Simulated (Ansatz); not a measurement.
## How far each method lies from full CI for PH⁺, doublet

Geometry: that of the PH, singlet, kept fixed.

```xyz
2

P     0.0000    0.0000    0.0000
H     0.0000    0.0000    1.4274
```

Basis aug-cc-pVDZ; Ansatz 0.2.0. Correlated methods freeze the noble-gas cores, which leaves 5 electrons in 31 orbitals. R marks a restricted (for open shells ROHF) determinant, U an unrestricted one. Active spaces: valence = (5e, 5o) chosen from the atoms' valence shells.

Full CI is exact within this basis and frozen core; it isn't the basis-set limit. The frozen core follows each run's orbitals, which can shift R against U totals by a few meV.

For open shells CISD and CISDTQ are restricted-active-space CI with the open shells as a complete middle space.

```
UHF ⟨S²⟩                          : 0.764
T1 diagnostic (RCCSD)             : 0.0207
largest doubles amplitude (RCCSD) : 0.073
T1 diagnostic (UCCSD)             : 0.0146
```

| level | E − E(RHF) (eV) |
| --- | --- |
| UHF | -0.1343 |
| RMP2 | -2.1175 |
| UMP2 | -2.1086 |
| RCCSD | -2.8150 |
| UCCSD | -2.8186 |
| RCCSD(T) | -2.8699 |
| UCCSD(T) | -2.8705 |

Task: Estimate how far full CI in aug-cc-pVDZ lies from RCCSD(T). The table doesn't fix it; the size of (T) and the diagnostics are the guide.

Result: Full CI in aug-cc-pVDZ lies 0.41 kcal/mol below RCCSD(T), which is 32 % of the (T) step (-1.27 kcal/mol). The diagnostics give no warning, yet the rest is a sizeable part of (T).

The other levels:

```json
{"level": "CISD", "E − E(full CI) (kcal/mol)": "3.39", "share of correlation (%)": "94.91", "wall time": "0.66 s"}
{"level": "BCCD(T)", "E − E(full CI) (kcal/mol)": "0.41", "share of correlation (%)": "99.38", "wall time": "0.69 s"}
{"level": "RCCSDT", "E − E(full CI) (kcal/mol)": "0.04", "share of correlation (%)": "99.94", "wall time": "–"}
{"level": "UCCSDT", "E − E(full CI) (kcal/mol)": "0.03", "share of correlation (%)": "99.95", "wall time": "–"}
{"level": "CISDTQ", "E − E(full CI) (kcal/mol)": "0.03", "share of correlation (%)": "99.96", "wall time": "3.9 s"}
{"level": "RCCSDT(Q)", "E − E(full CI) (kcal/mol)": "0.00", "share of correlation (%)": "99.99", "wall time": "3 s"}
{"level": "UCCSDT(Q)", "E − E(full CI) (kcal/mol)": "0.00", "share of correlation (%)": "100.00", "wall time": "3.2 s"}
{"level": "CASSCF (valence space)", "E − E(full CI) (kcal/mol)": "42.73", "share of correlation (%)": "35.82", "wall time": "–"}
{"level": "NEVPT2 (valence space)", "E − E(full CI) (kcal/mol)": "12.18", "share of correlation (%)": "81.71", "wall time": "0.48 s"}
{"level": "NEVPT4(SD) (valence space)", "E − E(full CI) (kcal/mol)": "1.57", "share of correlation (%)": "97.65", "wall time": "0.75 s"}
{"level": "MRCISD (valence space)", "E − E(full CI) (kcal/mol)": "1.58", "share of correlation (%)": "97.63", "wall time": "–"}
{"level": "MRCISD+Q (valence space)", "E − E(full CI) (kcal/mol)": "-0.15", "share of correlation (%)": "100.23", "wall time": "0.75 s"}
```

The correlation energy at full CI, counted from RHF, is -2.888 eV. That run took 6 s on 1 thread of Arm Neoverse V1, shared host over 522,431 determinants.

Times hold each run's SCF and search for its determinant on a shared host, so for small cases they say little of a method's own cost; they ran on 1 thread of Arm Neoverse V1.

Not variational, and here over 5 meV under the exact energy: MRCISD+Q (valence space).

The full-CI state has the irrep B1 of C2v, in the program's axes (one component, if the state is degenerate).

Natural occupations of full CI about the gap: 1.954 1.910 0.987 0.054 0.035 0.013 0.010 0.009 0.009 0.005; effectively unpaired electrons, Σ n²(2−n)², 1.05.
